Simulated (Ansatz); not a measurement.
Born–Oppenheimer molecular dynamics of AlH$_{5}$N$_{2}$ (8 atoms, charge 0, multiplicity 1). It starts from a relaxed structure.

Theory: RKS B3LYP-D4/def2-SVP in Ansatz 0.2.0.

- ensemble: NVT, Nosé–Hoover chain
- time step: 2 fs
- steps asked: 40
- set temperature: 100 K
- thermostat: time constant 100 fs, chain length 3 (defaults)
- seed: 258676

First frame:

```xyz
8
Properties=species:S:1:pos:R:3
Al -0.003 0.037 -0.058
H -0.010 0.135 1.519
N 1.541 0.107 -0.937
H 1.670 0.049 -1.942
H 2.443 0.218 -0.485
N -1.538 -0.142 -0.935
H -2.444 -0.196 -0.481
H -1.659 -0.208 -1.941
```

**Question.** What does the run give?

**Answer.** All steps were run.

```
steps done                                               : 40
time covered                                             : 80 fs
mean temperature over the second half                    : 58 K
spread of the potential energy over the second half      : 2.2 meV per atom
mean potential energy of the second half above the start : 6.5 meV per atom
```

The conserved energy stayed within 2.8 meV per atom of its start (net change 1.8 meV per atom), so there is no drift, though single steps change it by up to 21 meV in the whole system, a sign of fast motions only just resolved. The mean temperature of the second half is 42 % below the set value. A step of 2 fs is long for free X–H stretches (periods near 10 fs) and can bias their spread and the temperature. A run of 0.08 ps of so small a system gives no equilibrium averages.

**Question.** What happens to the structure?

**Answer.** The same pairs are bonded in the first frame and the last. Pairs count as bonded within 1.25 times the sum of covalent radii (0.12 Å more for H–H). This is one draw of velocities; another would differ in detail.

**Question.** How do temperature and energy run in time?

**Answer.** 
```csv
time (fs),T (K),potential energy less start (eV),conserved less start (meV/atom)
0,100,0.000,0.00
6,50,0.060,2.66
12,47,0.045,0.53
18,28,0.071,1.84
24,47,0.050,0.96
30,49,0.048,0.82
36,38,0.065,1.85
42,68,0.032,0.49
48,45,0.069,2.70
54,65,0.037,0.50
60,44,0.071,2.57
66,83,0.025,0.32
72,56,0.062,2.10
78,57,0.055,0.92
```

Time of the run: 77 s on 1 thread of Arm Neoverse V1 (shared host), peak memory 0.12 GiB.
